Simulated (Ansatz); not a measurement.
Rock-salt RbCl, treated with G0W0@LDA (plane waves, hard PAW, contour deformation; Ansatz, a program for electronic structure).

The cell has the measured lattice parameters. Conventional cell: a = 6.5898 Å, b = 6.5898 Å, c = 6.5898 Å, α = 90.00°, β = 90.00°, γ = 90.00°.

The quasiparticle gap at Γ at a fixed k mesh 2×2×2:

```
response cutoff           value (eV)
------------------------  ----------
150 eV, 548 empty bands        7.410
200 eV, 844 empty bands        7.468
250 eV, 1180 empty bands       7.499
300 eV, 1551 empty bands       7.521
```

### Question
Taking the value to converge with the response cutoff E as E^(−3/2), extrapolate from the last two rows.

### Answer
With y = y∞ + c/w and weights w = 3953 and 5196 for the last two rows, y∞ = (w2 y2 − w1 y1)/(w2 − w1) = (5196 × 7.521 − 3953 × 7.499)/1243 = 7.591 eV, which lies 0.070 beyond the last row. Successive pairs of rows give 7.576, 7.577, 7.591. The limit also hangs on the law assumed, so its last digits aren't firm.

The other settings are not extrapolated, so this is the limit in one setting alone.

Spin–orbit coupling is not included.
